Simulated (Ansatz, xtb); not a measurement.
**Ranking isomers of C4H5−**

13 gas-phase structures of C4H5−, found in a search over its isomers (lower ones may exist). Each was relaxed with GFN2-xTB:

A. a singlet given by its coordinates
B. `[CH-]=C=CC`, a singlet
C. a singlet given by its coordinates
D. `[H]/[C-]=C/C=C`, a singlet
E. `C1=CC[CH-]1`, a singlet
F. `[C-]1=CCC1`, a singlet
G. `C#CC[CH2-]`, a singlet
H. `[CH-]=C1CC1`, a singlet
I. `C1[C-]2CC12`, a singlet
J. `CC1=[C-]C1`, a singlet
K. `C[C@@H]1[C-]=C1`, a singlet
L. `[C-]#CCC`, a singlet
M. `[CH-]1[C@@H]2C[C@H]12`, a singlet

C (Å):

```xyz
9

C    -0.5066    1.8526    0.8452
C    -1.0642    0.6761    1.0243
C    -2.1635   -0.0113    0.5331
C    -2.2314   -0.9233   -0.4794
H    -0.8457    2.6485    0.1425
H     0.3852    2.1585    1.4047
H    -3.0394    0.0236    1.1987
H    -3.0794   -1.5894   -0.6013
H    -1.4102   -1.0701   -1.1694
```

Close contacts (Å): C1–C2 1.31, C2–C3 1.39, C3–C4 1.36, C1–H5 1.11, C1–H6 1.10, C3–H7 1.10, C4–H8 1.09, C4–H9 1.08.

A (Å):

```yaml
atoms:
  - { symbol: C, position_ang: [-0.9277, 2.3835, 0.9193] }
  - { symbol: C, position_ang: [-1.3416, 1.1983, 0.4469] }
  - { symbol: C, position_ang: [-1.7593, 0.2631, -0.2790] }
  - { symbol: C, position_ang: [-2.0697, -1.1785, -0.0805] }
  - { symbol: H, position_ang: [-1.6179, 3.1249, 1.3229] }
  - { symbol: H, position_ang: [0.1200, 2.6851, 0.8954] }
  - { symbol: H, position_ang: [-3.1012, -1.3985, -0.3955] }
  - { symbol: H, position_ang: [-1.9679, -1.5506, 0.9615] }
  - { symbol: H, position_ang: [-1.4098, -1.8007, -0.7039] }
```

Close contacts (Å): C1–C2 1.34, C2–C3 1.26, C3–C4 1.49, C1–H5 1.09, C1–H6 1.09, C4–H7 1.10, C4–H8 1.11, C4–H9 1.10.

Task: Which do you expect lowest at r2SCAN-D4/def2-SVPD, and how would the others follow?

Result: Calculated order at r2SCAN-D4/def2-SVPD: L (0.0), C (0.5), A (0.8), B (1.2), D (3.1), E (12.7), F (17.4), J (18.9), K (20.3), H (23.6), I (24.1), G (29.9), M (38.9) kcal/mol. Less than 1 kcal/mol parts L and C; C and A; A and B; H and I, so the order within those pairs means little.

Energies above the lowest of each column, in kcal/mol; the last columns are at PBE0-D3(BJ)/def2-SVPD geometries and were run for some of them only (a dash: not run or not comparable):

```
structure  GFN2-xTB  HF/STO-3G  r2SCAN-D4/def2-SVPD  PBE0-D3(BJ)/def2-SVPD  CCSD(T)/def2-SVPD + ΔMP2/def2-TZVPPD
        L      11.2        0.0                  0.0                    0.4                                   0.0
        C       0.0       21.3                  0.5                    0.4                                   5.2
        A       1.0       13.0                  0.8                    0.0                                   5.0
        B       3.0       13.7                  1.2                    0.3                                   5.2
        D       9.3       21.2                  3.1                    3.8                                     –
        E       0.6       24.3                 12.7                      –                                     –
        F       9.0        8.9                 17.4                      –                                     –
        J      19.1       17.3                 18.9                      –                                     –
        K      21.0       19.0                 20.3                      –                                     –
        H      13.8       25.9                 23.6                      –                                     –
        I      12.6       21.0                 24.1                      –                                     –
        G      22.4       45.3                 29.9                      –                                     –
        M      25.5       50.1                 38.9                      –                                     –
```

CCSD(T)/def2-SVPD + ΔMP2/def2-TZVPPD puts L lowest of those it was run on; GFN2-xTB picks C, PBE0-D3(BJ)/def2-SVPD picks A. CCSD(T)/def2-SVPD + ΔMP2/def2-TZVPPD orders those it was run on as L (0.0), A (5.0), B (5.2), C (5.2) kcal/mol. Less than 1 kcal/mol parts A and B; B and C, so the order within those pairs means little. Some further structures that were screened fall inside this span and aren't listed. Flexible structures stand in one conformer each, not always the lowest. Frequencies (PBE0-D3(BJ)/def2-SVPD) were run for A, B, C, L alone. ΔMP2 is the change of the MP2 energy from the smaller to the larger basis.

Over these structures GFN2-xTB departs from r2SCAN-D4/def2-SVPD by 6.6 kcal/mol on average once a common shift is removed. A GFN2-xTB relaxation took about 0.44 s and the r2SCAN-D4/def2-SVPD energy about 3.3 s on a shared host (Ansatz 0.2.0, xtb 6.7.1).
